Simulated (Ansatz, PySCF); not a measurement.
This PySCF input computes a CAM-B3LYP/def2-TZVPD energy:

```python
from pyscf import gto, scf, dft

mol = gto.M(
    atom='''
    C    -0.97165697   -0.65156654   -0.00520927
    C     0.00620844    0.49447777    0.00506174
    H    -0.45337239   -1.61395950   -0.01586483
    H    -1.61078508   -0.57064172    0.87489567
    H    -1.61344761   -0.55262858   -0.88152790
    O     1.18378704    0.45997030    0.00292278
    ''',
    basis='def2-tzvpd',
    charge=0,
    spin=1,
    verbose=4,
)

mf = dft.UKS(mol, xc='camb3lyp').density_fit(auxbasis='def2-universal-jkfit')
mf.grids.level = 3
mf.conv_tol = 1e-9
mf.max_cycle = 100
mf.max_memory = 1500
mf.kernel()
if not mf.converged:
    mf = mf.newton()
    mf.kernel(mf.make_rdm1())
for _ in range(2):
    mo, _, stable, _ = mf.stability(return_status=True)
    if stable:
        break
    mf.kernel(mf.make_rdm1(mo, mf.mo_occ))
mf.analyze()
```

Task: Write an input for the same energy in Ansatz (a program for electronic structure) and say what it gives.

Result: 
Ansatz 0.2 input:
```yaml
crystal:
  periodic: [false, false, false]
  atoms:
    - {symbol: C, position_ang: [-0.97165697, -0.65156654, -0.00520927]}
    - {symbol: C, position_ang: [0.00620844, 0.49447777, 0.00506174]}
    - {symbol: H, position_ang: [-0.45337239, -1.61395950, -0.01586483]}
    - {symbol: H, position_ang: [-1.61078508, -0.57064172, 0.87489567]}
    - {symbol: H, position_ang: [-1.61344761, -0.55262858, -0.88152790]}
    - {symbol: O, position_ang: [1.18378704, 0.45997030, 0.00292278]}
basis:
  gaussian:
    orbitals: def2-TZVPD
hamiltonian:
  xc: {name: CAM-B3LYP}
magnetization: {spin_polarized: true, initial_magnetization: 1}
output: {forces: true}
```
It gives -153.17625 Eh, and PySCF -153.17630 Eh, a difference of 0.05 mEh, from the treatment of integrals and grids.

It need not be the lowest isomer of its formula.
